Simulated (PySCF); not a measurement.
# C5H5P (phosphabenzene): the cost of one run

The runs use PySCF 2.14.0, with density-fitted response routines of our own; the level of theory stands in each step. All values are computed, except where a source is named. Atoms count from 0, in the outputs and in this text.

### Step 1. The starting structure

11 atoms, charge 0, multiplicity 1; geometry from: GFN2-xTB.

Bonds of the start (Å): C0–C1 1.39, C1–C2 1.38, C2–P3 1.73, P3–C4 1.73, C4–C5 1.38, C5–C0 1.39, C0–H6 1.08, C1–H7 1.08, C2–H8 1.08, C4–H9 1.08, C5–H10 1.08.

### Step 2. Optimising the geometry at PBE0-D3(BJ)/def2-SVP

Job settings and geometry (Å):

```
{"job": {"xc": "PBE0", "basis": "def2-SVP", "d3": "d3bj", "grid": 1, "kind": "geom"}, "charge": 0, "multiplicity": 1}
C     -0.040792     1.143265    -0.059314
C     -1.231235     0.433938    -0.023260
C     -1.293785    -0.941906     0.043021
P      0.073302    -2.008064     0.093889
C      1.359496    -0.846078     0.039498
C      1.197716     0.521519    -0.028027
H     -0.079867     2.221954    -0.112895
H     -2.160058     0.990769    -0.048530
H     -2.269668    -1.412032     0.066520
H      2.366645    -1.244522     0.061094
H      2.083670     1.143828    -0.057960
```

On the command line:

```bash
> OMP_NUM_THREADS=1 python probes_run.py task.json out
```

One launch serves the whole session: the jobs run in the order shown.

**Question.** How long does this first job take on 1 thread of Arm Neoverse V2, shared host, and how much memory does it need?

About 18 s, with a peak of 0.47 GiB.
